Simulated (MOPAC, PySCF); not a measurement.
System: H₃S, charge 1, multiplicity 1. SMILES: [SH3+]
Coordinates optimised at B3LYP-D3(BJ)/def2-TZVP (Ansatz):
```xyz
4

S      0.1049    -0.0008     0.0446
H     -0.3243     0.9941    -0.7736
H     -0.3450    -0.9973    -0.7604
H     -1.0094     0.0159     0.8202
```
Charge +1, spin multiplicity 1.

Unscaled harmonic wavenumbers (cm⁻¹) in rising order, each level at the stationary point that it reaches from this structure (no distance between atoms moves by over 0.3 Å); the order of modes can differ between levels, and a negative number is imaginary. B3LYP-D3(BJ)/def2-TZVP (PySCF, at the structure above): 1064, 1219, 1219, 2594, 2598, 2598.

AM1 (MOPAC): 1182, 1195, 1195, 1847, 1860, 1860. Zero-point energy 13.1 against 16.1 kcal/mol; where all levels lie over 400 cm⁻¹, the wavenumbers are on average 0.869 times those of B3LYP-D3(BJ)/def2-TZVP.

PM3 (MOPAC): 1128, 1246, 1246, 1872, 1933, 1933. Zero-point energy 13.4 against 16.1 kcal/mol; where all levels lie over 400 cm⁻¹, the wavenumbers are on average 0.886 times those of B3LYP-D3(BJ)/def2-TZVP.
